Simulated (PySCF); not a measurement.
A geometry optimisation on `O` (H2O).

Computed with PBE0-D3(BJ)/def2-SVP geometry optimisation, gas phase (PySCF 2.14.0). Start geometry: GFN2-xTB. A driver script takes a list of jobs; this job's settings line and coordinates (Å) are shown.

Input:
```
{"job": {"xc": "PBE0", "basis": "def2-SVP", "d3": "d3bj", "grid": 1, "maxiter": 30, "shake": 0.01, "kind": "geom"}, "charge": 0, "multiplicity": 1}
O      0.024700     0.352960     0.001630
H     -0.774260    -0.194050    -0.013280
H      0.755570    -0.193850    -0.007530
```

Output:
```
step   0  E = -76.27330741  max force = 0.054690
step   1  E = -76.27654345  max force = 0.006070
step   2  E = -76.27659015  max force = 0.000570
step   3  E = -76.27659058  max force = 0.000052
optimisation converged
```

Energies in Eh; «max force» is the largest Cartesian gradient component in Eh/bohr.

Problem. Give the first gradient maximum in eV/Å.

Solution. With 1 Eh/bohr = 51.422 eV/Å, 2.812 eV/Å.

Problem. How much energy does the optimisation release, in kcal/mol?

Solution. E(step 0) − E(last step) = 0.003283 Eh, which is 2.1 kcal/mol.

Summary of the converged run: final energy -76.27659 Eh after 3 steps; dipole 2.03 D.

Problem. Give the final coordinates.

Solution. 0.029 Å rms from the input after alignment:
```
atom  x, y, z in Å
O1     0.0059    0.3869    0.0028
H2    -0.7542   -0.2036   -0.0136
H3     0.7544   -0.2182   -0.0084
```

The run took 0.99 s on one thread of an Arm Neoverse V2, shared host, and the process peaked at 0.23 GiB of memory.
Labels such as C1 count atoms from 1, the log's own numbers from 0.
